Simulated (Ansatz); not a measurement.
# CH₃B+ (doublet): the correlation ladder, def2-TZVPP

An exercise on one series of results from a longer session: the logs are not shown, and one member is left open.

The runs use Ansatz 0.2.0, Gaussian basis; def2-TZVPP, core rule «outside noble gas», up to 2 orbitals frozen.

Plan: UHF; ROHF; CCSD(T) on UHF.

2 further runs of the same task are left out: 2 set aside as unsound or not needed.

### The system

The geometry is a PBE0/def2-TZVP stationary point (not a proven minimum) of the parent state, kept for this charge and spin.

5 atoms, charge 1, spin multiplicity 2.

Atoms are counted from 1 here; the program's logs count them from 0.

Bond lengths: B1–C2 1.496 Å, B1–H3 1.202 Å, B1–H4 1.196 Å, C2–H5 1.082 Å. Angles: C2–B1–H3 119.8°, C2–B1–H4 120.9°, H3–B1–H4 119.3°, B1–C2–H5 144.8°.

Coordinates:

```xyz
5
charge 1, multiplicity 2
B     0.0000    0.0504    0.7398
C     0.0000   -0.1015   -0.7490
H     0.0000    1.1489    1.2274
H     0.0000   -0.9087    1.4552
H     0.0000    0.4289   -1.6923
```

Set-up of the first run:

Input file in.yaml:

```yaml
crystal:
  periodic: [false, false, false]
  atoms:
    - {symbol: B, position_ang: [0.000000, 0.050359, 0.739783]}
    - {symbol: C, position_ang: [0.000000, -0.101482, -0.748988]}
    - {symbol: H, position_ang: [0.000000, 1.148901, 1.227395]}
    - {symbol: H, position_ang: [0.000000, -0.908685, 1.455152]}
    - {symbol: H, position_ang: [0.000000, 0.428910, -1.692336]}
basis:
  gaussian: {orbitals: def2-TZVPP}
total_charge: 1
magnetization: {spin_polarized: true, initial_magnetization: 1}
hamiltonian: {xc: hf}
output: {orbitals: {seedname: orbitals}}
```

Command:

```
$ ansatz run in.yaml --threads 1 --pin off --events-out ev --progress --plain --max-ram 4096MiB --backend cpu
```

Among the steps run: UHF; ROHF; CCSD(T) on UHF.

One table of the session follows, with a row left open; its other results are not shown here.

It belongs to the step «Misses and costs». 

```
  method  from UCCSD(T) (meV)
    ROHF              +6607.3
     UHF                    ?
    UMP2              +1249.8
   UCCSD               +230.2
UCCSD(T)                    0
```

**Question.** Estimate the row for UHF.

**Answer.** from UCCSD(T) (meV): +6477.2. In the column «from UCCSD(T) (meV)» it lies between UMP2 (+1249.8) and ROHF (+6607.3).
